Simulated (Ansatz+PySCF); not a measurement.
A calculation with Ansatz (development build ahead of 0.2.0).

```yaml
crystal:
  periodic: [false, false, false]
  atoms:
    - { symbol: Mg, position_ang: [0.0, 0.0, 0.0] }
    - { symbol: Si, position_ang: [0.87598, 1.16797, 2.52873] }
basis:
  gaussian: { orbitals: STO-3G }
hamiltonian:
  xc: hf
correlation:
  method: fci
  frozen_orbitals: { Mg: 1, Si: 5 }
```

The input is written out in the form of the current development build from the run's settings.

The run gave:

```json
{"Converged": "yes", "Total energy": "-482.51230 hartree", "State": "lowest singlet root, of any spatial symmetry"}
```
